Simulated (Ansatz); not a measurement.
Computed against measured: atomisation enthalpy at 298 K

6 molecules, all hydrocarbons; the atomisation enthalpy at 298 K in kJ/mol, computed less measured. Shapes, held fixed at every level: PBE0-D4/def2-TZVP. Flexible molecules stand in one conformer, not always the lowest. Thermal terms are harmonic and unscaled (PBE0-D4/def2-TZVP); the spin-orbit lowering of the free atoms is taken from their spectra. Programs: Ansatz 0.2.0. Measured values: Active Thermochemical Tables, CRC Handbook of Chemistry and Physics.

Levels: A = r2SCAN0-D4/def2-TZVPP; B = MP2/def2-SVP; C = CCSD(T)/CBS estimate.

```
                    molecule  from tabulated heats    A     B    C
        CH3 (methyl radical)                  1224   +7   -64   -1
              C3H6 (propene)                  3438  -34  -126   -7
       C5H8 (1,2-pentadiene)                  5188  -48  -165  -17
           C4H10 (isobutane)                  5183  -36  -193   -8
    C6H10 (SMILES C1=CCCCC1)                  6486  -49  -182  -18
C6H10 (1-methylcyclopentene)                  6485  -49  -183  -19
```

Problem. Which level does best on this set, which worst, and which err to one side?

Solution. 
| level | kind | mean error | mean absolute error | worst case |
| --- | --- | --- | --- | --- |
| r2SCAN0-D4/def2-TZVPP | global hybrid | -34.8 | 37.2 | C6H10 (cyclohexene) |
| MP2/def2-SVP | perturbation theory | -152.2 | 152.2 | C4H10 |
| CCSD(T)/CBS estimate | coupled cluster or CI | -11.7 | 11.7 | C6H10 (1-methylcyclopentene) |

On this set CCSD(T)/CBS estimate has the smallest mean absolute error and MP2/def2-SVP the largest. r2SCAN0-D4/def2-TZVPP is too low in 5 of 6; MP2/def2-SVP is too low in 6 of 6; CCSD(T)/CBS estimate is too low in 6 of 6. For r2SCAN0-D4/def2-TZVPP and CCSD(T)/CBS estimate the error grows with the size of the molecule. Correlated wave functions converge slowly with the basis. Open shells run unrestricted. The CBS estimate extrapolates MP2 from def2-TZVPP and def2-QZVPP and adds CCSD(T) − MP2 in the triple-zeta set, cores frozen. The set is small.
